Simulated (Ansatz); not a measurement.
hcp Sc, treated with r²SCAN (PAW; Ansatz, an electronic-structure program).

Settings: plane-wave cutoff 560 eV, 18×18×10 k mesh (along the axes of the cell as run), Fermi–Dirac smearing 0.05 eV, scalar-relativistic PAW data made under PBE.

Energies at three volumes about the minimum:

```tsv
V (Å³/atom)	E − E_lowest (meV/atom)
24.427	1.71
24.925	0.00
25.424	1.71
```

Fit a parabola by hand: where is the minimum, and what is the bulk modulus?

Slopes: (0.00 − 1.71)/(24.925 − 24.427) = -3.434 and (1.71 − 0.00)/(25.424 − 24.925) = 3.427 meV/Å³. Curvature E″ = 2 × (3.427 − (-3.434))/(25.424 − 24.427) = 13.763 meV/Å⁶. From the middle of the first interval, the slope vanishes at V0 = 24.6760 − (-3.434)/13.763 = 24.926 Å³/atom. B = V0 E″ = 24.926 × 13.763 meV/Å³ × 0.1602 GPa per meV/Å³ = 55.0 GPa. The full Birch–Murnaghan fit to all volumes gives V0 = 24.918 Å³/atom and B0 = 54.9 GPa.

Shape and atoms are relaxed at each volume.

Measured, for comparison: bulk modulus 55.6 GPa (zero-point energy and finite temperature contributions removed, our sources range from 44.5 to 55.6; as tabulated in doi:10.1021/acs.jctc.3c00612). Computed (rounded) less measured: bulk modulus not scored (sources differ).

Note: the bulk modulus comes from volumes at which shape and atoms were relaxed.
